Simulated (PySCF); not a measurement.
Indirect couplings

Molfile (atoms numbered from 1):
```
C6H8
     RDKit          3D

 14 14  0  0  0  0  0  0  0  0999 V2000
    1.9624   -0.3741   -0.4459 C   0  0  0  0  0  0  0  0  0  0  0  0
    0.6990   -0.3297   -0.0556 C   0  0  0  0  0  0  0  0  0  0  0  0
   -0.1877   -1.2666    0.7297 C   0  0  0  0  0  0  0  0  0  0  0  0
   -1.3376   -0.2493    0.5671 C   0  0  0  0  0  0  0  0  0  0  0  0
   -0.3909    0.6355   -0.2090 C   0  0  0  0  0  0  0  0  0  0  0  0
   -0.5111    1.8165   -0.7929 C   0  0  0  0  0  0  0  0  0  0  0  0
    2.5983   -1.2114   -0.2104 H   0  0  0  0  0  0  0  0  0  0  0  0
    2.4037    0.4261   -1.0158 H   0  0  0  0  0  0  0  0  0  0  0  0
   -0.3578   -2.2300    0.2514 H   0  0  0  0  0  0  0  0  0  0  0  0
    0.1343   -1.4357    1.7560 H   0  0  0  0  0  0  0  0  0  0  0  0
   -2.1892   -0.6090   -0.0088 H   0  0  0  0  0  0  0  0  0  0  0  0
   -1.7001    0.1867    1.4969 H   0  0  0  0  0  0  0  0  0  0  0  0
    0.3153    2.2770   -1.3074 H   0  0  0  0  0  0  0  0  0  0  0  0
   -1.4394    2.3635   -0.7776 H   0  0  0  0  0  0  0  0  0  0  0  0
  1  2  2  0
  2  3  1  0
  3  4  1  0
  4  5  1  0
  5  6  2  0
  5  2  1  0
  1  7  1  0
  1  8  1  0
  3  9  1  0
  3 10  1  0
  4 11  1  0
  4 12  1  0
  6 13  1  0
  6 14  1  0
M  END
```

Couplings: B3LYP/pcJ-1 (without the spin–dipole term) in PySCF 2.14, geometry GFN2-xTB; gas phase, one conformer, non-relativistic. Couplings are averaged over pairs made equivalent by symmetry, fast rotation or ring inversion, so a value needn't be that of the named pair in this geometry, while other rotamers aren't included; one pair stands for each set, and the list holds a selection of those of at least 1.5 Hz over up to four bonds.

Isotopes: $^{13}$C, $^{1}$H.

```tsv
pair	bonds	J (Hz)
C1, C2	1	80.3
C1, H7	1	?
C1, H8	1	?
C2, C3	1	?
C2, C5	1	46.8
C3, C4	1	30.4
C3, H9	1	141.1
C2, C4	2	-5.4
C2, H7	2	?
C2, H8	2	-2.2
C2, H9	2	-6.8
C3, H11	2	-3.3
H7, H8	2	?
H9, H10	2	?
C1, C4	3	7.2
C1, C6	3	?
C1, H9	3	4.0
C2, H11	3	4.9
C2, H13	3	9.2
C2, H14	3	14.2
C3, H8	3	12.5
H9, H11	3	12.0
H9, H12	3	6.9
C1, H14	4	-1.9
H7, H9	4	-3.3
H8, H9	4	?
```

Estimate the withheld couplings, with signs.

Answers


- $^{1}J$(C1,H7) = 165.0 Hz (bond length 1.077 Å, sp2 carbon)
- $^{1}J$(C1,H8) = 163.7 Hz (bond length 1.077 Å, sp2 carbon)
- $^{1}J$(C2,C3) = 35.7 Hz (bond length 1.510 Å)
- $^{2}J$(C2,H7) = -2.0 Hz (angle at C1 122°)
- $^{2}J$(H7,H8) = -1.9 Hz (angle at C1 117°)
- $^{2}J$(H9,H10) = -17.9 Hz
- $^{3}J$(C1,C6) = 2.1 Hz (dihedral angle 0°)
- $^{4}J$(H8,H9) = -3.9 Hz
